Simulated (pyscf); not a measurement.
Single points on ωB97X-D3(BJ)/def2-SVP structures (PySCF, gas phase).

Q: For `[CH3][OH]` + `[H]` [doublet] → `[H][H]` + `[CH3][O]` [doublet], a hydrogen abstraction (doublet surface; H–O broken, H–H formed), PBE/def2-TZVP gives ΔE‡ = 20.7 kJ/mol and ΔE = +4.0 kJ/mol (zero: the separated reactants). In which direction and how far do r²SCAN/def2-TZVP, PBE0-D3(BJ)/def2-TZVP, ωB97M-D3(BJ)/def2-TZVP move these?

A: r²SCAN: ΔE‡ = 18.3 kJ/mol, ΔE = -11.4 kJ/mol; PBE0-D3(BJ): ΔE‡ = 39.3 kJ/mol, ΔE = +6.0 kJ/mol; ωB97M-D3(BJ): ΔE‡ = 50.9 kJ/mol, ΔE = +3.8 kJ/mol. PBE's barrier lies among them. Its reaction energy lies among theirs. H₃C–O• lies 29.4 kJ/mol over its isomer •H₂C–OH (electronic energy, ωB97M-D3(BJ)/def2-TZVP). This is the saddle that the search found; another between the same sides may lie lower. The angle at the transferred H is 166°.
